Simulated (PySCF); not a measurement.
Delta-SCF ions had no search for a lower state. Excitations are Tamm–Dancoff values on a coarser integration grid. The basis has no diffuse functions, so Rydberg states are missing or too high.

C2H6O, SMILES `COC` (charge 0, multiplicity 1)

Computed with M06-2X/def2-TZVP // PBE0-D3(BJ)/def2-SVP (PySCF 2.14.0).

The HOMO is -9.03 eV and the dipole moment is 1.23 D. The HOMO–LUMO gap is 11.08 eV. The LUMO comes out as 2.05 eV and the S1 excitation (TDA) is 7.90 eV. The S1 oscillator strength is 0.051. The brightest of the four lowest singlets (TDA) is 8.84 eV and the T1 excitation (TDA) is 7.62 eV. The S1–T1 gap (TDA) is 0.28 eV. The vertical ionisation energy (Delta-SCF) comes out as 10.16 eV and the total energy comes out as -4218.05 eV. The cost comes out as roughly 7 core-minutes.

```xyz
9

C      1.1375     0.1171    -0.1106
O      0.1900    -0.0949     0.8855
C     -1.1130    -0.1294     0.3999
H      0.9859     1.0840    -0.6332
H      1.1239    -0.6838    -0.8783
H      2.1312     0.1296     0.3593
H     -1.7903    -0.2999     1.2488
H     -1.2636    -0.9453    -0.3368
H     -1.4016     0.8226    -0.0917
```
Charge 0, spin multiplicity 1.
